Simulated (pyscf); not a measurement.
Thermochemistry of product channels of `[OH][Ti]([OH])([OH])[Cl]` on the singlet surface, in kcal/mol, from ωB97M-D3(BJ)/def2-TZVP energies (ideal gas, 1 atm, RRHO with modes under 100 cm⁻¹ raised to 100, one conformer, R ln 2 for chiral ones without a mode under 150 cm⁻¹). Single points on ωB97X-D3(BJ)/def2-SVP structures (PySCF, gas phase).

```
products                           ΔE  ΔH(298 K)  ΔG(298 K)  ΔG(1200 K)
------------------------------  -----  ---------  ---------  ----------
`[OH2]` + `[O]=[Ti]([OH])[Cl]`  +49.3      +49.3      +39.1       +12.0
`[O]=[Ti]([OH])[OH]` + `[ClH]`    [?]      +55.1      +45.9         [?]
```

Task: Fill in the missing entries.

Result: 
- `[O]=[Ti]([OH])[OH]` + `[ClH]`, ΔE: +57.0
- `[O]=[Ti]([OH])[OH]` + `[ClH]`, ΔG(1200 K): +20.5

These are energies of the channels, which say nothing of barriers.
